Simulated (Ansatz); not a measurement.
System: C3H3, charge -1, multiplicity 1. It need not be the lowest isomer of its formula. Whether it binds its extra electron was not tested at this geometry. 
Coordinates optimised at B3LYP-D3(BJ)/def2-TZVP (Ansatz, an electronic-structure program):
```
C
C 1 1.2749
C 1 1.3492 2 173.99
H 3 1.0868 1 121.80 2 89.46
H 3 1.0868 4 116.38 1 178.98
H 2 1.0916 1 121.08 3 -180.00
```
Charge -1, spin multiplicity 1.

Basis-set convergence of Hartree-Fock and CCSD correlation energies (hartree) with Ansatz. Cores are frozen in the correlated levels unless marked. Spin-orbit coupling is left out. No relativistic terms.

```csv
basis,functions,E(HF),"E(corr, CCSD)"
aug-cc-pVDZ,96,-115.24483,-0.44537
aug-cc-pVTZ,207,(withheld),(withheld)
```

**Question.** Fill in the missing entries.

**Answer.** 
- aug-cc-pVTZ, E(HF): -115.27239
- aug-cc-pVTZ, E(corr, CCSD): -0.51672
